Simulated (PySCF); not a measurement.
An excited-state job on benzvalene, `C1=CC2C3C1C23`.

Computed with TDDFT CAM-B3LYP/aug-cc-pVTZ, vertical, gas phase, core orbitals frozen in the response (PySCF 2.14.0, density-fitted response routines). Geometry: PBE0-D3(BJ)/def2-TZVP. The input is one job of a driver script: a line of settings, then coordinates in Å.

Command:
```bash
OMP_NUM_THREADS=2 python probes_run.py task.json out
```

Input:
```
{"job": {"kind": "uv", "xc": "CAM-B3LYP", "basis": "aug-cc-pVTZ", "ip": false, "dynamic": false}, "charge": 0, "multiplicity": 1}
C      1.352904     0.696860    -0.240961
C      1.262873    -0.599400    -0.530929
C     -0.098631    -1.022466    -0.062289
C     -0.495271    -0.163907     1.123108
C      0.044891     1.055712     0.401607
C     -1.040099     0.161921    -0.167809
H      2.173726     1.376344    -0.417293
H      1.993943    -1.241215    -1.000095
H     -0.480941    -2.031049    -0.156819
H     -0.915883    -0.352864     2.099907
H     -0.198874     2.049717     0.754929
H     -2.035637     0.317858    -0.557126
```

**Question.** Estimate the output.

**Answer.** 
```
coarse grid: 10240 points
cycle   1  E = -232.0400426908  dE =  1.547e+00  |g| = 3.071e-01  |ddm| = 8.823e+00
cycle   2  E = -232.0519556105  dE = -1.191e-02  |g| = 2.560e-01  |ddm| = 1.648e+00
cycle   3  E = -232.0677665296  dE = -1.581e-02  |g| = 3.729e-02  |ddm| = 5.217e-01
cycle   4  E = -232.0680985858  dE = -3.321e-04  |g| = 1.310e-02  |ddm| = 1.243e-01
cycle   5  E = -232.0681357457  dE = -3.716e-05  |g| = 3.552e-03  |ddm| = 2.883e-02
cycle   6  E = -232.0681391727  dE = -3.427e-06  |g| = 4.857e-04  |ddm| = 8.325e-03
final grid: 99480 points
cycle   7  E = -232.0668945866  dE = -6.325e-05  |g| = 3.835e-03  |ddm| = 5.866e-01
cycle   8  E = -232.0668950459  dE = -4.593e-07  |g| = 3.751e-03  |ddm| = 4.209e-02
cycle   9  E = -232.0668982980  dE = -3.252e-06  |g| = 2.338e-04  |ddm| = 7.410e-03
cycle  10  E = -232.0668983124  dE = -1.436e-08  |g| = 1.191e-04  |ddm| = 2.256e-03
cycle  11  E = -232.0668983156  dE = -3.223e-09  |g| = 3.231e-05  |ddm| = 3.723e-04
cycle  12  E = -232.0668983159  dE = -2.996e-10  |g| = 1.054e-05  |ddm| = 9.590e-05
converged SCF energy = -232.0668983159

Static polarisability (au): isotropic 61.151, principal 52.614 64.989 65.850

Singlet excitations
state   eV       nm        f      main configurations
  1   5.6162    220.8   0.06076   H->L+6 0.95
  2   5.6923    217.8   0.03058   H->L 0.71, H->L+2 0.21
  3   6.1174    202.7   0.00010   H->L+2 0.67, H->L 0.22
  4   6.1668    201.1   0.00000   H->L+1 0.90
  5   6.3068    196.6   0.00161   H->L+3 0.81, H->L+7 0.14
  6   6.5118    190.4   0.00000   H-1->L+6 0.90
  7   6.7170    184.6   0.00000   H->L+4 0.82
  8   6.7248    184.4   0.00211   H->L+5 0.58, H->L+8 0.31
  9   6.9863    177.5   0.01703   H->L+8 0.52, H->L+5 0.28
 10   7.0117    176.8   0.00684   H-1->L 0.84

Triplet excitations (Tamm-Dancoff, eV): 3.6488 5.6597 6.0944 6.1580
```

The SCF starts on a coarse grid where the log names one; the energy can jump when the final grid takes over, and dE then counts from the start density on the new grid. H and L stand for HOMO and LUMO; the number after each pair is its weight.

**Question.** How does the lowest singlet excitation compare with the HOMO–LUMO gap?

**Answer.** HOMO -7.61 eV and LUMO 0.30 eV give a gap of 7.91 eV; S1 at 5.62 eV lies 2.29 eV below it.

In short: HOMO -7.61 eV, LUMO 0.30 eV; lowest singlet 5.62 eV; lowest triplet 3.65 eV (Tamm–Dancoff); mean polarisability 61.2 au.

Geometry: PBE0-D3(BJ)/def2-TZVP; no solvent, vibrations or thermal averaging.

On Intel Xeon 6975P-C, 2 threads, on a shared host, this took 35 s wall, 78 s CPU and 2.1 GiB of memory at its peak.
Labels such as C1 count atoms from 1, the log's own numbers from 0.
